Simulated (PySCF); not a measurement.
Run record: geometry optimisation, `[H]/N=C(/C)C(=C)C`.

Computed with PBE0-D3(BJ)/def2-SVP geometry optimisation, gas phase (PySCF 2.14.0). Start geometry: GFN2-xTB. A driver script takes a list of jobs; this job's settings line and coordinates (Å) are shown.

Input:
```
{"job": {"xc": "PBE0", "basis": "def2-SVP", "d3": "d3bj", "grid": 1, "kind": "geom"}, "charge": 0, "multiplicity": 1}
C     -1.393267    -1.080316    -0.771208
C     -0.621646    -0.162900    -0.197728
C     -1.003899     1.285794    -0.148942
C      0.675423    -0.551913     0.413388
C      1.809919     0.416631     0.278386
N      0.894594    -1.631750     1.029937
H     -1.098746    -2.115746    -0.828996
H     -2.336604    -0.829934    -1.227142
H     -0.918976     1.669455     0.866978
H     -0.347040     1.875464    -0.787404
H     -2.027898     1.420321    -0.489573
H      2.711252    -0.035004     0.681416
H      1.963937     0.669421    -0.769188
H      1.596011     1.333181     0.824337
H      0.092527    -2.254715     1.103828
```

Q: Estimate the output.

A: 
```
step   0  E = -250.19014776  max force = 0.014129
step   1  E = -250.19254664  max force = 0.001544
step   2  E = -250.19256998  max force = 0.000910
step   3  E = -250.19258124  max force = 0.000781
step   4  E = -250.19259454  max force = 0.000418
optimisation converged
```

Energies in Eh; «max force» is the largest Cartesian gradient component in Eh/bohr.

Q: How much energy does the optimisation release, in kcal/mol?

A: E(step 0) − E(last step) = 0.002447 Eh, which is 1.5 kcal/mol.

Q: Give the first gradient maximum in eV/Å.

A: With 1 Eh/bohr = 51.422 eV/Å, 0.727 eV/Å.

In short: final energy -250.19259 Eh after 4 steps; dipole 2.40 D.

Q: Give the final coordinates.

A: 0.053 Å rms from the input after alignment:
```
atom  x, y, z in Å
C1    -1.4000   -1.5116   -0.5691
C2    -0.6365   -0.5789    0.0170
C3    -1.0341    0.8673    0.0684
C4     0.6778   -0.9641    0.6240
C5     1.8205   -0.0048    0.4402
N6     0.8792   -2.0416    1.2742
H7    -1.0742   -2.5530   -0.6404
H8    -2.3663   -1.2589   -1.0136
H9    -0.9972    1.2566    1.0988
H10   -0.3506    1.4898   -0.5314
H11   -2.0517    1.0125   -0.3192
H12    2.7344   -0.4546    0.8468
H13    1.9685    0.2377   -0.6243
H14    1.6274    0.9447    0.9644
H15    0.0044   -2.5722    1.3416
```

Hardware: one thread, Arm Neoverse V2, shared host. Cost: 29 s wall.
Labels such as C1 count atoms from 1, the log's own numbers from 0.
